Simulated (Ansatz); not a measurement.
Cartesian coordinates in Å:
```
F -0.4885 1.1493 -1.5770
C -0.8801 -0.0158 -0.9358
C 0.2728 -0.5719 -0.1402
C 0.7644 0.3541 0.9490
Cl -0.4617 0.5854 2.2290
H -1.2032 -0.7250 -1.7026
H -1.7275 0.2295 -0.2900
H 1.1102 -0.7694 -0.8190
H -0.0284 -1.5307 0.2924
H 1.6487 -0.0483 1.4401
H 0.9932 1.3428 0.5541
```

Charge 0, multiplicity 1.

List the ωB97M-V/def2-TZVPP orbital energies in eV (the Gaussian-basis code of Ansatz). (An estimate is asked.)

Ansatz gave: Occupied: -2771.78, -677.20, -283.54, -283.14, -281.99, -262.15, -199.68, -199.47, -199.47, -36.14, -26.95, -24.62, -21.95, -19.56, -16.96, -16.93, -16.09, -15.01, -14.60, -13.86, -12.90, -12.23, -12.07, -10.85, -10.76. Lowest empty: 2.64, 3.07, 3.61, 3.80, 4.20, 4.53, 4.76, 5.22.
